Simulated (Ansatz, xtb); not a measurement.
**Relative energy of two conformers of C2H3F3**

We compare a, `FCC(F)F`, a singlet, with b, `FCC(F)F`, a singlet. Both are isolated molecules in the gas phase, relaxed with B3LYP-D3(BJ)/def2-SVP.

a (Å):

```xyz
8

C    -2.1490   -0.8690   -1.9074
C    -0.7400   -1.2519   -1.5022
F    -3.0515   -1.5690   -1.1470
F     0.1279   -0.6463   -2.3556
F    -0.4781   -0.8156   -0.2470
H    -2.2955   -1.1061   -2.9745
H    -2.2822    0.2149   -1.7500
H    -0.5758   -2.3440   -1.5337
```

b (Å):

```xyz
8

C    -1.5608   -0.1676   -1.0396
C    -0.2718   -0.4436   -1.7842
F    -1.8270   -1.1694   -0.1458
F     0.7657   -0.5354   -0.9159
F    -0.3588   -1.6145   -2.4627
H    -1.4646    0.7929   -0.5036
H    -2.3855   -0.0919   -1.7697
H    -0.0562    0.3672   -2.5066
```

Energies in hartree; the thermal terms are from B3LYP-D3(BJ)/def2-SVP harmonic frequencies (ideal gas, rigid rotor, one conformer each, 400 K, 1 atm) and include the zero-point energy:

```
                              a           b
E, CCSD(T)/def2-SVP  −376.357924  −376.355176
    E, MP2/def2-SVP  −376.311118  −376.308362
  E, MP2/def2-TZVPP  −377.032888  −377.030882
  zero-point energy     0.053628     0.053626
       H(400 K) − E     0.062599     0.062569
       G(400 K) − E     0.012973     0.012974
```

**Question.** Correct the CCSD(T) difference for the basis set by the MP2 change, then work out ΔE, ΔE₀, ΔH and ΔG for a → b in kcal/mol (1 Eh = 627.51 kcal/mol) and the equilibrium ratio [b]/[a].

**Answer.** 1. Differences b − a: CCSD(T) +0.002748, MP2 in the small set +0.002756, MP2 in the large set +0.002006 Eh.
2. ΔE = +0.002748 + (+0.002006 − (+0.002756)) = +0.001998 Eh = +1.25 kcal/mol.
3. ΔE₀ = ΔE + ΔZPE = +0.001998 + (−0.000002) Eh = +1.25 kcal/mol.
4. ΔH = ΔE + (−0.000030) Eh = +1.23 kcal/mol.
5. ΔG = ΔE + (+0.000001) Eh = +1.25 kcal/mol, so ΔS = (ΔH − ΔG)/T = −0.2 J/(mol K).
6. kT = 1.2667 mEh, so K = [b]/[a] = exp(−ΔG/kT) = exp(−1.58) ≈ 0.21.

Structure a is favoured at this temperature. An error of 1 kcal/mol in ΔG would change K by a factor of 3.5. Mirror images and further conformers aren't counted.

Other levels gave ΔE = +1.6 (B3LYP-D3(BJ)/def2-SVP); +1.9 (HF/def2-SVP); +1.7 (MP2/def2-SVP); +1.7 (CCSD(T)/def2-SVP) kcal/mol. The correlated steps freeze 5 core orbitals. Programs: Ansatz 0.2.0.
